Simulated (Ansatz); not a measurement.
doublet N₂(+): levels of theory in one basis

```csv
atom,x (Å),y (Å),z (Å)
N,0.0000,0.0000,0.0000
N,0.0000,0.0000,1.5200
```

Basis set: def2-SVP (spherical functions). Frozen core: 2 orbitals. Correlation on ROHF uses semicanonical orbitals with singles. Charge 1, multiplicity 2.

Computed with Ansatz (development build ahead of 0.2.0); each method stands on the lowest determinant of its kind that the runs found.

| method | E − E(ROHF) (eV) | <S²> of the determinant |
| --- | --- | --- |
| ROHF | 0.00 | 0.75 |
| UHF | -3.10 | 2.55 |
| ROHF-MP2 | -7.65 | – |
| UHF-MP2 | -7.44 | 2.55 |

Task: Is a single determinant a sound starting point here?

Result: It is doubtful. Unrestricted orbitals lower Hartree–Fock by 3.10 eV and <S²> is 2.55 where a pure state has 0.75, a sign of strong static correlation.

Caution for ROHF, ROHF-MP2: an unrestricted determinant lies well below. Caution for UHF, UHF-MP2: the unrestricted determinant is a mixture of spin states. Caution for ROHF-MP2, UHF-MP2: bonds are stretched, where a single reference can fail; forces differ strongly between restricted and unrestricted references; MP2 on this radical cation hangs on the determinant chosen. Caution for ROHF-MP2: other determinants can give a lower correlated total.
